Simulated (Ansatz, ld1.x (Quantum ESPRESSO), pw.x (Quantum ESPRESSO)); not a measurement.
lithium (Li) (fcc): variants of one ultrasoft potential in the solid

```
Element                 : lithium
Generator               : ld1.x (Quantum ESPRESSO) 7.5
Type                    : ultrasoft
Functional              : LDA (PW92)
Relativity              : scalar-relativistic
Frozen core             : none
Valence charge          : 3
Reference configuration : 1s2 2s0.5 2p0.5
Partial waves           : 1s (bound): rcut 1.15, rcutus 1.35 bohr; 2s (bound): rcut 1.15, rcutus 1.35 bohr; 2p (bound): rcut 4.45, rcutus 4.80 bohr; 2p channel at 5.05 Ry: rcut 4.45, rcutus 4.80 bohr; 3d channel at 0.4 Ry: rcut 2.90, rcutus 3.45 bohr; 3d channel at 1.7 Ry: rcut 2.90, rcutus 3.45 bohr
Local potential         : all-electron potential smoothed inside 2.40 bohr (lloc = -1)
Core correction         : none
Augmentation charge     : PSQ, inside the norm-conserving radii
```

Crystal test: fcc Li in pw.x 7.5, no spin, 13³ k-points, Fermi–Dirac smearing 0.01 Ry, cutoffs set for each file from its atomic test. The reference is all-electron LAPW (Ansatz 0.2.0) with the same functional, mesh and smearing; V0 and B0 come from Birch–Murnaghan fits to the pressures at five volumes. Errors are pseudo minus all-electron; Δ is the rms difference of the E(V) curves that follow from these fits, minima aligned, over ±6 % about the mean V0. Mesh and smearing are coarse, so the numbers serve the comparison and aren't converged zero-temperature values; the lattice is a test structure that the element need not adopt.

All-electron: a0 = 4.237 Å (V0 = 19.01 Å³/atom), B0 = 14.9 GPa.

Base: The largest radius (4.80 bohr) exceeds half the bond length (2.83 bohr), so the spheres overlap, which is one possible source of error among others. This is a poor potential for the solid. Atomic configuration tests: test run stopped at test 5 of 7 (negative rho), 4 before it not solved.

A dash in a converged row means that the minimum lies outside the volumes sampled.

| change | cutoffs (Ry) | pw.x | mean pressure error (GPa) |
| --- | --- | --- | --- |
| base | 60/480 | converged | +4.01 |
| wave 3d channel at 0.4 Ry: rcut 2.90, rcutus 3.45 bohr becomes 3d channel at 2.18 Ry: rcut 2.90, rcutus 3.45 bohr | 60/480 | converged | +3.89 |
| all radii scaled by about 1.14 (s 1.54, p 5.46, d 3.92 bohr, rcut 1.30/5.06/3.30); local potential all-electron potential smoothed inside 2.72 bohr (lloc = -1) | 50/400 | failed (cdiaghg: S matrix not positive definite) | – |
| waves 3d channel at 0.4 Ry: rcut 2.90, rcutus 4.66 bohr; 3d channel at 1.7 Ry: rcut 2.90, rcutus 4.66 bohr | 60/480 | converged | +6.59 |
| type PAW; local potential all-electron potential smoothed inside 2.20 bohr (lloc = -1) | 60/480 | converged | +2.36 |

Give the row for: waves 1s (bound): rcut 1.15, rcutus 1.66 bohr; 2s (bound): rcut 1.15, rcutus 1.66 bohr.

pw.x: converged; mean pressure error (GPa): +3.95.
